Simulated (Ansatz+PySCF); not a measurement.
Values are calculated unless marked as measured or tabulated.
## Ansatz (development build ahead of 0.2.0) run

```yaml
crystal:
  periodic: [false, false, false]
  atoms:
    - { symbol: O, position_ang: [0.0, 0.0, -2.13889] }
    - { symbol: O, position_ang: [0.0, 0.0, 2.13889] }
    - { symbol: O, position_ang: [30.0, 0.0, -0.59414] }
    - { symbol: O, position_ang: [30.0, 0.0, 0.59414] }
basis:
  gaussian: { orbitals: "6-31G" }
magnetization:
  initial_magnetization: 4
hamiltonian:
  xc: hf
correlation:
  method: mp2
  frozen_orbitals: { O: 1 }
output:
  forces: true
```

The input is written out in the form of the current development build from the run's settings. Correlation on restricted open-shell orbitals is semicanonical, with singles.

Results

```
Converged                       : yes
Reference energy                : -299.01822 hartree
Correlation energy              : -0.36661 hartree
Total energy                    : -299.38483 hartree
Spin squared of the determinant : 6.000
Stability test                  : minimum among restricted orbitals
```

Forces (eV/Å):
```csv
atom,Fx,Fy,Fz
O1,0.000,0.000,0.003
O2,0.000,0.000,-0.003
O3,0.000,0.000,-9.187
O4,0.000,0.000,9.187
```

Caution: this determinant is likely not that of the ground state; an unrestricted determinant lies well below; forces differ strongly between restricted and unrestricted references; the determinant breaks the point group; another reference gives a lower total.
